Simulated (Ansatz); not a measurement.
Input file:

```yaml
crystal:
  periodic: [false, false, false]
  atoms:
    - {symbol: Al, position_ang: [0.000000, -0.081048, 0.000000]}
    - {symbol: H, position_ang: [0.000000, 1.084792, -1.232881]}
    - {symbol: H, position_ang: [0.000000, 1.084792, 1.232880]}
basis:
  gaussian: {orbitals: "6-31++G**"}
total_charge: -1
hamiltonian: {pseudopotentials: {relativity: scalar}}
correlation: {method: fic_nevpt4_sd, electrons: outside_noble_gas, active_space: {window: {electrons: 2, orbitals: 7}}}
```

```sh
$ ansatz run in.yaml --threads 1 --pin off --events-out ev --progress --plain --max-ram 2393MiB
```

The program prints:

```
295 factors; integrals over basis functions are off by at most 7.1e-4 eV
mean field evaluation 1: about -6623.0007 eV, gradient 7.6e0 eV
mean field evaluation 2: about -6623.0029 eV, gradient 7.6e0 eV
mean field evaluation 4: about -6623.4993 eV, gradient 6.9e-1 eV
mean field evaluation 8: about -6623.5092 eV, gradient 2.1e-3 eV
mean field -6623.50920914 eV, -243.4094738602 hartree, gradient 4.3e-6 eV, S^2 0.000000; 0 other end points of the search recorded, 0 dependent functions left out; unrestricted orbitals would lower it
reference -6623.50920914 eV, -243.4094738602 hartree; 8, 8 occupied and 27, 27 virtual orbitals, 295 factors
state -6624.22838590 eV, -243.4359031184 hartree
state -6624.22838590 eV, -243.4359031184 hartree; corrected -6626.03023039 eV, -243.5021196823 hartree
Total energy: -6626.03023039 eV, -243.5021196823 hartree
Relativity: scalar
```

Natural occupations: 1.9003 0.0581 0.0213 0.0168 0.0032 0.0002 0.0002.

Ran on 1 thread of Arm Neoverse V1, shared host: 3.9 s wall, 0.13 GiB peak host memory.
